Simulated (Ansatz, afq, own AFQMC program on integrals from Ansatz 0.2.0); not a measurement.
Two steps: Ansatz 0.2.0 writes the Fock matrix and Cholesky factors of the valence space, and afq projects on them the lowest state that overlaps trial and start.

```yaml
crystal:
  periodic: [false, false, false]
  atoms:
    - {symbol: Ge, position_ang: [0.000000, 0.000000, 0.000000]}
    - {symbol: H, position_ang: [1.336213, 1.340557, 1.338817]}
    - {symbol: H, position_ang: [-1.341595, -1.335755, 1.338234]}
    - {symbol: H, position_ang: [-1.335460, 1.336499, -1.343618]}
    - {symbol: H, position_ang: [1.340842, -1.341301, -1.333434]}
basis:
  gaussian: {orbitals: cc-pVDZ}
magnetization: {spin_polarized: false}
correlation: {method: ccsd_t, electrons: outside_noble_gas, hamiltonian_folder: ham}
```

```sh
$ ansatz run in.yaml --threads 1 --pin off --events-out ev --progress --plain --max-ram 1382MiB
```

Options of the walk:

```
--method phaseless --trial cisd --walkers 40 --populations 1 --least-time 40 --time-step 0.02 --steps-per-block 10 --equilibration-blocks 15 --max-blocks 300 --target-error 0.00136 --factor-cut 1e-06 --seed 1175 --release-times 0.2,0.4 --release-step 0.05 --release-every 5 --taylor-order 4
```

Times are imaginary, in 1/Eh. The walk had a cap of 297 s. Filled inner d shells are frozen with the cores.

```
orbitals 33  electrons 4 4  factors 260 of 497
reference energy -2077.30865589 Eh
CCSD correlation -0.19696112 Eh in 11 cycles, weight of the determinant in the CISD state 0.7667
energy of the start -2077.505617 Eh
 block  time / (1/Eh)  mean weight  energy / Eh
     1     0.200  0.9940  -2077.502532
     2     0.400  0.9993  -2077.501945
     3     0.600  0.9995  -2077.501751
     4     0.800  1.0069  -2077.502757
     5     1.000  0.9959  -2077.506118
     8     1.600  0.9985  -2077.506521
    11     2.200  0.9986  -2077.511695
    26     5.200  1.0060  -2077.515234
    31     6.200  0.9986  -2077.534421
    41     8.200  1.0024  -2077.517273
    56    11.200  1.0079  -2077.512561
    71    14.200  0.9963  -2077.512570
    86    17.200  1.0050  -2077.520554
   101    20.200  0.9754  -2077.514732
   116    23.200  1.0016  -2077.521109
   131    26.200  0.9989  -2077.520969
   146    29.200  1.0016  -2077.506497
   161    32.200  0.9946  -2077.525927
   176    35.200  1.0017  -2077.531119
   191    38.200  1.0087  -2077.508423
   206    41.200  0.9955  -2077.528077
   211    42.200  0.9998  -2077.516220
blocks merged  error / Eh  count
     1  0.000482  200
     2  0.000617  100
     4  0.000778  50
     8  0.000841  25
    16  0.001113  12
released: time / (1/Eh)  energy / Eh  error  mean overlap
  0.20  -2077.517887  0.001036  1.0019
  0.40  -2077.518499  0.001145  1.0096
energy -2077.518646 +/- 0.000841 Eh
(rows thinned)
```

Task: Estimate how long the walk took on 1 thread of Arm Neoverse V1, with other jobs on the host.

Result: 20 s of wall time.

The run passed its tests (sampling time, drift between the halves within three errors, error under three times the target), which doesn't prove that it has relaxed.

Against this walk (error 22.9 meV) on the same determinant: CCSD(T) 53.5 meV higher, CCSDT(Q) 79.8 meV lower, a separate phaseless walk with a CISD trial and standard settings 23.4 ± 33.9 meV higher (within the noise). The error is statistical and leaves out the bias of the constraint. None of these is a sure reference here. Released to 0.40 1/Eh the energy moves by 4 ± 39 meV (both errors), within twice the noise.

Cautions: constraint bias not in the error; no relativity below Rb; no spin-orbit coupling; inner d shell frozen; higher spins were not checked; restricted determinant unstable towards unrestricted (UHF 1.17 eV lower, ⟨S²⟩ 1.59); strong correlation (T1 0.024, weight of the determinant 0.77, largest double 0.15); CCSD(T) is in doubt: in a space of 8 electrons in 8 natural orbitals full CI lies 84 meV below it; the bias of populations of 40 walkers isn't removed; the time-step error isn't removed.

CCSDT and higher add their correlation energy to the determinant of the CCSD(T) run, since their own runs factorise the integrals more tightly (a shift of under 2 meV). A walk keeps the symmetry of its determinant, which the program's search chose and which needn't be the lowest solution, so a lower state of the same spin and another symmetry isn't excluded.
